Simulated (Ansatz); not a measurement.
K3Co: from a trial structure to a relaxed crystal

The calculation used Ansatz, DFT PBE, scalar-relativistic, plane waves, PAW.

K3Co was placed on the TiAl3 (D0_22) structure type (I4/mmm, No. 139), with Co in place of Ti, K in place of Al, at a guessed volume.

Input of the last, converged step (default PAW datasets):

```yaml
crystal:
  lattice:
    - [-2.9402244481, 2.9402244481, 5.3601525255]
    - [2.9402244481, -2.9402244481, 5.3601525255]
    - [2.9402244481, 2.9402244481, -5.3601525255]
  atoms:
    - { symbol: K, position: [0.5, 0.5, 0.0] }
    - { symbol: K, position: [0.25, 0.75, 0.5] }
    - { symbol: K, position: [0.75, 0.25, 0.5] }
    - { symbol: Co, position: [0.0, 0.0, 0.0], spin: 2.33 }
basis:
  ecutwfc: 420
kpoints:
  mp_grid: { grid: [12, 12, 12] }
hamiltonian:
  xc: pbe
scf:
  occupations: { method: gaussian, width: 0.1 }
output:
  forces: true
  stress: true
  eigenvalues: true
  populations: true
magnetization:
  spin_polarized: true
relax:
  adjacent_minimum: "off"
  f_tol: 0.01
  max_steps: 80
  cell: { stress_tol: 0.05 }
```

Launched as:

```bash
ansatz run input.yaml --threads 1 --pin off --max-ram 2560MiB --backend cpu --events-out ev --progress --plain --runs-dir out
```

The run took 7.6 min on 1 thread of Intel(R) Xeon(R) 6975P-C (Granite Rapids), on a shared host, peak memory 1.3 GiB.

End of the output:

```
SCF converged after 14 iterations
Magnetization: 1.8247 μB (22.9124 up, 21.0876 down)
Absolute magnetization: 2.3796 μB (∫|ρ↑−ρ↓|, with the PAW one-centre terms)
Spin contamination: 0.1957 ħ² per cell (⟨S²⟩ above its minimum at these occupations)
Per-site moments (μB) at R_I (Å): [(-0.024745, 1.592165), (-0.033618, 1.592165), (-0.033618, 1.592165), (2.091654, 1.592165)]
Free energy (F): -9736.284558 eV
Harris-Foulkes:  -9736.284558 eV  (|F-HF|=2.36e-11)
Internal energy: -9736.236227 eV  (E = F + TS)
E sigma→0 (E₀):  -9736.260393 eV
Entropy (-TS):   -0.048331 eV (-12.083 meV/atom)
Fermi energy:    3.770234 eV
--- Per-component energies (eV) ---
  E_band       = -854.351464
  E_kinetic    = 1206.930814
  E_local      = -6780.997904  (includes V_loc(G=0)·N_el)
  E_nonlocal   = 506.693664
  E_hartree    = 2746.657544
  E_xc         = -556.568426
  E_vxc        = -689.073390  (∫ρ·V_xc dr)
  E_paw        = -3869.833444  (= ΣΔE_a)
  E_vpaw       = -591.220345  (= ΣTr[D̂ρ^β])
  E_aug_tail   = 0.000063  (compensation charges beyond the density's cutoff)
  E_ewald      = -2989.118539
  E_smearing   = -0.048331  (= −TS)
  E_closure    =  0.000000  (closes the sum)
  Σ components = -9736.284558   (vs F -9736.284558, Δ=0.00e0)
--- Forces (eV/Å), atoms counted from 1 ---
  atom   1  K      0.00000000     0.00000000     0.00000000
  atom   2  K      0.00000000     0.00000000     0.00000000
  atom   3  K      0.00000000     0.00000000     0.00000000
  atom   4  Co     0.00000000     0.00000000     0.00000000
  max |Σ_I F_I| component: 1.39e-17 eV/Å
--- Stress (GPa, compression-positive) ---
        0.028142       0.000000       0.000000
        0.000000       0.028142       0.000000
        0.000000       0.000000      -0.015798
  P = ⅓ Tr σ = 0.0135 GPa (0.135 kbar)
  k-point 0 ↑: bands = ["-91.9244", "-55.4128", "-55.4128", "-54.8877", "-28.3979", "-27.8885", "-27.8811", "-11.9174", "-11.9022", "-11.9022", "-11.4181", "-11.4181", "-11.4042", "-11.3536", "-11.3476", "-11.3476", "0.5973", "1.1297", "1.6710", "1.6710", "2.0001", "2.1999", "5.1913", "5.1913", "5.2209", "5.8436", "6.1876", "6.2740"]
  k-point 1 ↑: bands = ["-91.9244", "-55.4128", "-55.4128", "-54.8877", "-28.3978", "-27.8883", "-27.8813", "-11.9184", "-11.9034", "-11.9017", "-11.4171", "-11.4135", "-11.4031", "-11.3537", "-11.3534", "-11.3476", "0.6541", "1.1307", "1.6689", "1.6721", "2.0007", "2.2017", "4.8104", "5.1501", "5.1881", "6.0265", "6.2678", "6.4527"]
  k-point 2 ↑: bands = ["-91.9244", "-55.4128", "-55.4128", "-54.8877", "-28.3976", "-27.8879", "-27.8819", "-11.9211", "-11.9065", "-11.9003", "-11.4141", "-11.4008", "-11.4000", "-11.3692", "-11.3542", "-11.3477", "0.8194", "1.1336", "1.6632", "1.6751", "2.0013", "2.2063", "4.2875", "5.0555", "5.1110", "5.9683", "6.1730", "6.3409"]
  k-point 162 ↓: bands = ["-89.6592", "-53.0774", "-53.0774", "-52.8954", "-28.4068", "-27.8982", "-27.8936", "-11.9278", "-11.9278", "-11.9161", "-11.4353", "-11.4087", "-11.4087", "-11.3673", "-11.3673", "-11.3657", "1.9548", "3.0411", "3.0525", "3.2220", "3.6949", "3.8172", "3.8172", "4.7538", "4.9062", "4.9062", "5.5017", "7.2052"]
--- Relaxed structure (7 steps of the walk, 7 accepted, 1 SCFs on fresh bases) ---
  F+E_penalty+E_count = -9736.28455825 eV   max|allowed force component| = 3.469e-18 eV/Å   (the final SCF, on the basis selected at the relaxed cell)
  cell:  # Å, volume = 176.9171 Å³
    - [-3.113924, 3.113924, 4.561353]
    - [3.113924, -3.113924, 4.561353]
    - [3.113924, 3.113924, -4.561353]
  atoms:
    - { symbol: K, position: [0.500000, 0.500000, 0.000000] }
    - { symbol: K, position: [0.25, 0.750000, 0.500000] }
    - { symbol: K, position: [0.750000, 0.25, 0.500000] }
    - { symbol: Co, position: [0.000000, 0.000000, 0.000000] }
--- Löwdin populations: 4 sites ---
  site symbol q [e]    m [muB]
     0      K      8.7352    -0.0214
     1      K      8.8315    -0.0922
     2      K      8.8315    -0.0922
     3     Co     17.2465     2.1048
  spilling = 0.008075 (of n_electrons = 44.000000)
```

Absolute energies hang on the potentials; compare differences alone.

The result has space group I4/mmm (No. 139). K on Wyckoff site b (1 atom of the primitive cell) has 8 K at 3.86 Å and 6 Co at 4.40–4.56 Å; around K on Wyckoff site d (2 atoms of the primitive cell) lie 4 Co at 3.86 Å, 4 K at 3.86 Å and 6 K at 4.40–4.56 Å; around Co lie 8 K at 3.86 Å and 6 K at 4.40–4.56 Å.

Against the elements it lies at 0.81 eV/atom. Formation energies are uncorrected and refer to the elements' standard structures at the same level.

The k mesh leaves about 4 meV/atom of noise in metals.

Symmetry constrained the relaxation, so the result can be a saddle point.